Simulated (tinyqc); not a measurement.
Worked calculation: Hueckel theory of the pi electrons with the omega technique, for the molecule Nc1ccco1 (SMILES; centres numbered as the heavy atoms are written). One step of it, computed by the program tinyqc.

Task: Orbitals, round 1. Diagonalise; E = alpha + x beta with beta < 0, so the largest x are filled first; degenerate levels share their electrons. P = sum n_i c_ri c_si; each orbital has its largest coefficient positive (the first on a tie).

Hueckel matrix in units of beta (H = alpha + beta A), order 1N, 2C, 3C, 4C, 5C, 6O:
$$\begin{pmatrix}
1.500000 & 0.800000 & 0.000000 & 0.000000 & 0.000000 & 0.000000 \\
0.800000 & 0.000000 & 1.000000 & 0.000000 & 0.000000 & 0.800000 \\
0.000000 & 1.000000 & 0.000000 & 1.000000 & 0.000000 & 0.000000 \\
0.000000 & 0.000000 & 1.000000 & 0.000000 & 1.000000 & 0.000000 \\
0.000000 & 0.000000 & 0.000000 & 1.000000 & 0.000000 & 0.800000 \\
0.000000 & 0.800000 & 0.000000 & 0.000000 & 0.800000 & 2.000000
\end{pmatrix}$$

pi electrons, sum of z_r less the charge = 8

Give: x values; occupations; coefficients; charge and bond-order matrix P.

Result:

x values: [2.7039, 1.7771, 1.2789, 0.4285, -1.0376, -1.6508]

occupations: [2.0000, 2.0000, 2.0000, 2.0000, 0.0000, 0.0000]

coefficients, order 1N, 2C, 3C, 4C, 5C, 6O:
$$\begin{pmatrix}
0.2567 & 0.8409 & -0.2235 & 0.3620 & -0.1845 & 0.1091 \\
0.3863 & 0.2913 & 0.0618 & -0.4849 & 0.5852 & -0.4296 \\
0.2134 & 0.1549 & 0.5563 & -0.4580 & -0.2118 & 0.6053 \\
0.1906 & -0.0160 & 0.6497 & 0.2886 & -0.3654 & -0.5696 \\
0.3019 & -0.1834 & 0.2746 & 0.5817 & 0.5910 & 0.3350 \\
0.7822 & -0.3874 & -0.3732 & -0.0493 & -0.3097 & 0.0207
\end{pmatrix}$$

charge and bond-order matrix P, order 1N, 2C, 3C, 4C, 5C, 6O:
$$\begin{pmatrix}
1.9081 & 0.3096 & -0.2102 & -0.0105 & 0.1449 & -0.1188 \\
0.3096 & 0.9461 & 0.7680 & -0.0618 & -0.4038 & 0.3803 \\
-0.2102 & 0.7680 & 1.1775 & 0.5348 & -0.1553 & -0.1563 \\
-0.0105 & -0.0618 & 0.5348 & 1.0840 & 0.8136 & -0.2028 \\
0.1449 & -0.4038 & -0.1553 & 0.8136 & 1.0771 & 0.3522 \\
-0.1188 & 0.3803 & -0.1563 & -0.2028 & 0.3522 & 1.8073
\end{pmatrix}$$
